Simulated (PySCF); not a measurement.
CH₄, SMILES C. Atoms are numbered in the order given.

```xyz
5

C      0.0000     0.0000     0.0000
H      0.6289    -0.6289     0.6289
H     -0.6289    -0.6289    -0.6289
H     -0.6289     0.6289     0.6289
H      0.6289     0.6289    -0.6289
```
Charge 0, spin multiplicity 1.

Geometry optimised at B3LYP-D3(BJ)/def2-TZVPD.

The numbers are results of PBE0/pcJ-1 (PySCF), not measurements.

Isotropic couplings with Fermi-contact, spin-dipole and both spin-orbit terms, one fixed conformer, no vibrational averaging. Isotopes: 13C, 1H.

Computed spin–spin coupling constants:
| pair | bonds apart | J (Hz) |
|---|---|---|
| C1–H2 | 1 | 124.5 |
| C1–H3 | 1 | 124.5 |
| C1–H4 | 1 | 124.5 |
| C1–H5 | 1 | 124.5 |
| H2–H3 | 2 | -14.0 |
| H2–H4 | 2 | -14.0 |
| H2–H5 | 2 | -14.0 |
| H3–H4 | 2 | -14.0 |
| H3–H5 | 2 | -14.0 |
| H4–H5 | 2 | -14.0 |
